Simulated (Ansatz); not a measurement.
Ansatz (a quantum-chemistry and plane-wave program) input (PBE/6-311+G**): The .json file is the Basis Set Exchange's 6-311+G**.

Ansatz 0.2 input:
```yaml
crystal:
  periodic: [false, false, false]
  atoms:
    - {symbol: O, position_ang: [0.00797430, 0.03127390, 1.17113953]}
    - {symbol: C, position_ang: [0.01594649, 1.23699325, 0.39861600]}
    - {symbol: C, position_ang: [-0.00912020, -1.05942675, 0.35440347]}
    - {symbol: C, position_ang: [0.00238201, 0.77005062, -0.90890318]}
    - {symbol: C, position_ang: [-0.01334858, -0.66592199, -0.94516083]}
    - {symbol: H, position_ang: [-0.01658194, -2.03380540, 0.82240935]}
    - {symbol: H, position_ang: [0.00366830, 1.41506903, -1.77894846]}
    - {symbol: H, position_ang: [-0.02603907, -1.32162564, -1.80630991]}
basis:
  gaussian:
    orbitals: 6-311+G__.json
hamiltonian:
  xc: {name: PBE}
total_charge: -1
output: {forces: true}
```

From the last part of the output:

```
WARN ansatz: RAYON_NUM_THREADS=1 ignored (pool sized by the plan → 1); use --threads N
Functional definition: PBE
integrals: 0.05 GiB planned
1042 factors; their error is unknown
mean field: 0.39 GiB planned
mean field evaluation 1: about -6227.1560 eV, gradient 6.0e1 eV
mean field evaluation 2: about -6128.1118 eV, gradient 1.7e2 eV
mean field evaluation 4: about -6234.3998 eV, gradient 2.8e1 eV
mean field evaluation 8: about -6236.3081 eV, gradient 3.2e-1 eV
mean field evaluation 16: about -6236.2626 eV, gradient 1.8e-4 eV
mean field -6236.26259592 eV, -229.1784233094 hartree, gradient 3.6e-5 eV, S^2 0.000000; 0 other end points of the search recorded, 0 dependent functions left out
the calculation of the forces begins
reference -6236.26264798 eV, -229.1784252227 hartree; 18, 18 occupied and 110, 110 virtual orbitals, 1042 factors
Total energy: -6236.26264798 eV, -229.1784252227 hartree
Atom 0 at     0.007974     0.031274     1.171140 Å, force     0.005710     0.215634     0.518771 eV/Å
Atom 1 at     0.015946     1.236993     0.398616 Å, force     0.004853     0.243903     0.340642 eV/Å
Atom 2 at    -0.009120    -1.059427     0.354403 Å, force    -0.000927    -0.220427     0.222508 eV/Å
Atom 3 at     0.002382     0.770051    -0.908903 Å, force    -0.002480    -0.067758    -0.268144 eV/Å
Atom 4 at    -0.013349    -0.665922    -0.945161 Å, force    -0.001441     0.138042    -0.449400 eV/Å
Atom 5 at    -0.016582    -2.033805     0.822409 Å, force    -0.002224    -0.310068     0.172032 eV/Å
Atom 6 at     0.003668     1.415069    -1.778948 Å, force     0.000590     0.209594    -0.256305 eV/Å
Atom 7 at    -0.026039    -1.321626    -1.806310 Å, force    -0.004081    -0.208919    -0.280104 eV/Å
Dipole moment:    -0.012995    -0.954179    -0.413932 e Å
```

The dipole moment of an ion depends on the origin.
